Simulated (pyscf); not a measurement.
7 gas-phase steps of one pattern: hydrogen abstraction on the doublet surface, C–H broken and Ge–H or H–Si or H–Sn formed. Structures and frequencies: ωB97X-D3(BJ)/def2-SVP in PySCF. Electronic energies in kcal/mol, from the separated reactants; ΔE‡ at ωB97M-D3(BJ)/def2-TZVP, beside the barrier at PBE/def2-TZVP on the same structures. Rows were drawn at random from the steps of this pattern with a verified saddle, stable references and no exit in the data more than 5 kcal/mol lower.

```
row                                                                                                                       step  ΔE‡(PBE)   ΔE‡
---  -------------------------------------------------------------------------------------------------------------------------  --------  ----
1           Cl–CH(Cl)–Cl (SMILES ClC(Cl)Cl) + SiH₃• (SMILES [SiH3]) → Cl–C•(Cl)–Cl (SMILES Cl[C](Cl)Cl) + SiH₄ (SMILES [SiH4])       8.1  13.0
2    •H₂Si–O–SiH₃ (SMILES [SiH2]O[SiH3]) + F–CH₂–F (SMILES FCF) → H₃Si–O–SiH₃ (SMILES [SiH3]O[SiH3]) + F–CH•–F (SMILES F[CH]F)      15.7  19.1
3                                F–CH₂–F (SMILES FCF) + SiH₃• (SMILES [SiH3]) → F–CH•–F (SMILES F[CH]F) + SiH₄ (SMILES [SiH4])      14.4  19.6
4                        H₃C–SiH•–CH₃ (SMILES C[SiH]C) + CH₄ (SMILES C) → H₃C–SiH₂–CH₃ (SMILES C[SiH2]C) + CH₃• (SMILES [CH3])      20.8  22.7
5                    •H₂Si–SiH₃ (SMILES [SiH2][SiH3]) + CH₄ (SMILES C) → H₃Si–SiH₃ (SMILES [SiH3][SiH3]) + CH₃• (SMILES [CH3])      22.9  25.5
6                        H₃C–GeH₂• (SMILES [CH3][GeH2]) + CH₄ (SMILES C) → H₃C–GeH₃ (SMILES [CH3][GeH3]) + CH₃• (SMILES [CH3])      24.5  28.7
7                        H₃C–SnH₂• (SMILES [CH3][SnH2]) + CH₄ (SMILES C) → H₃C–SnH₃ (SMILES [CH3][SnH3]) + CH₃• (SMILES [CH3])      33.2     ?
```

### Question
From a straight line through the complete rows, estimate the missing barrier and say how far the line can be trusted.

### Answer
Over the 6 complete rows the means are +17.7 (ΔE‡(PBE)) and 21.4 (ΔE‡); least squares gives b = 0.87 and a = 6.0 kcal/mol, with residuals of 1.0 kcal/mol (root mean square; largest 1.4, row 4). For row 7: 6.0 + 0.87 × (+33.2) = 34.9 kcal/mol, an extrapolation. The computed barrier is 36.3 kcal/mol, 1.4 over the line. The line follows the complete rows closely. Each barrier is that of the saddle found. Elements up to Kr have no core potential and no relativistic terms here. Elements past Kr carry the def2 core potentials, without spin-orbit coupling.
